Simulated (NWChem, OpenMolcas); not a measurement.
# Exact exchange and the dipole moment of CH2F2 (difluoromethane)

CH2F2 has 5 atoms, charge 0, and is taken as a singlet. As SMILES, `FCF`. The coordinates come from a PBE0-D4/def2-TZVP relaxation.

The dipole moment y, in D, basis aug-cc-pVDZ; a is the functional's share of exact exchange. Programs: NWChem 7.3.0, OpenMolcas 26.06.

```
functional     program     a  y (D)
      BLYP      NWChem     0   1.81
      TPSS      NWChem     0   1.83
     B3LYP      NWChem   0.2   1.92
      PBE0  OpenMolcas  0.25      ?
     BHLYP  OpenMolcas   0.5   2.05
```

Problem. Fit y = c + s·a to the known rows and predict PBE0.

Solution. 
1. Means of the 4 rows: a = 0.1750, y = 1.902.
2. Σ(Δa)² = 0.1675, Σ(Δa·Δy) = 0.07725, so the slope is 0.07725/0.1675 = 0.46119.
3. Intercept: 1.902 − (0.46119) × 0.1750 = 1.821. The largest residual of the fit is 0.011.
4. PBE0: 1.821 + (0.46119) × 0.25 = 1.94 D.

The run gave 1.90 D, so the prediction is off by +0.04 D, more than the scatter of the fit. More exact exchange makes the molecule more polar here. The measured value is 1.97 D (NIST CCCBDB); in this basis the line meets it at a = 0.32.
